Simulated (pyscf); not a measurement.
Single points on ωB97X-D3(BJ)/def2-SVP structures (PySCF, gas phase).

SMILES: [SH][SnH2][GeH3]
```xyz
9

S      0.4281     1.6076     0.1317
Sn     0.0600    -0.7779     0.0966
Ge    -1.7025    -1.1897     1.9122
H      1.3770     1.5909    -0.8247
H      1.5452    -1.5609     0.4213
H     -0.4776    -1.2252    -1.4641
H     -2.1149    -2.6698     1.9246
H     -2.9415    -0.3283     1.6322
H     -1.1290    -0.8197     3.2868
```
Charge 0, spin multiplicity 1.

How much does it cost (ΔH, 298 K, ωB97M-D3(BJ)/def2-TZVP) to split HS–SnH₂–GeH₃ at its S–Sn bond into SH• + H₃Ge–SnH₂•?

S–Sn to SH• + H₃Ge–SnH₂•: 70.5 kcal/mol. The 7 functionals that were run give +68.7 (B3LYP-D3(BJ)) to +77.1 kcal/mol (ωB97X-D3(BJ)). Other isomers of H₃Ge–SnH₂• were not searched in full and may lie lower. Left out: the spin-orbit lowering of SH. Elements up to Kr have no core potential and no relativistic terms here. Elements past Kr carry the def2 core potentials, without spin-orbit coupling.
